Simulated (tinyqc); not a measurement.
Extended Hueckel theory, for PH2-, step by step. The parameters take no account of the charge, which enters only through the electron count, and nothing here shows that the anion is bound. One step of it, computed by the program tinyqc.

Problem. Orbitals. Solve H C = S C e through S^(-1/2); fill by pairs from the bottom, a degenerate level sharing its electrons equally; each orbital has its largest coefficient positive (the first on a tie).

H (eV), lower triangle:
```
,1P 3s,1P 3px,1P 3py,1P 3pz,2H 1s,3H 1s
1P 3s,-18.600000
1P 3px,0.000000,-14.000000
1P 3py,0.000000,0.000000,-14.000000
1P 3pz,0.000000,0.000000,0.000000,-14.000000
2H 1s,-10.246908,0.000000,-8.904632,-9.048391,-13.600000
3H 1s,-10.246908,0.000000,8.904632,-9.048391,-2.034518,-13.600000
```

overlap S, lower triangle:
```
,1P 3s,1P 3px,1P 3py,1P 3pz,2H 1s,3H 1s
1P 3s,1.000000
1P 3px,0.000000,1.000000
1P 3py,0.000000,0.000000,1.000000
1P 3pz,0.000000,0.000000,0.000000,1.000000
2H 1s,0.358833,0.000000,0.368678,0.374630,1.000000
3H 1s,0.358833,0.000000,-0.368678,0.374630,0.085484,1.000000
```

valence electrons = 8

Give: orbital energies; occupations; coefficients; sum of one-electron energies.

Solution.

orbital energies (eV): -20.8903  -17.1831  -15.4198  -14.0000  -0.3017  10.8597

occupations: 2.0000  2.0000  2.0000  2.0000  0.0000  0.0000

coefficients:
```
,MO1,MO2,MO3,MO4,MO5,MO6
1P 3s,0.6921,0.0000,-0.5022,0.0000,0.0000,0.8599
1P 3px,0.0000,0.0000,0.0000,1.0000,0.0000,0.0000
1P 3py,0.0000,0.6184,0.0000,0.0000,1.0201,0.0000
1P 3pz,0.1022,0.0000,0.7807,0.0000,0.0000,0.9450
2H 1s,0.2881,0.3830,0.1694,0.0000,-0.7945,-0.8955
3H 1s,0.2881,-0.3830,0.1694,0.0000,0.7945,-0.8955
```

sum of one-electron energies = -134.9864 eV
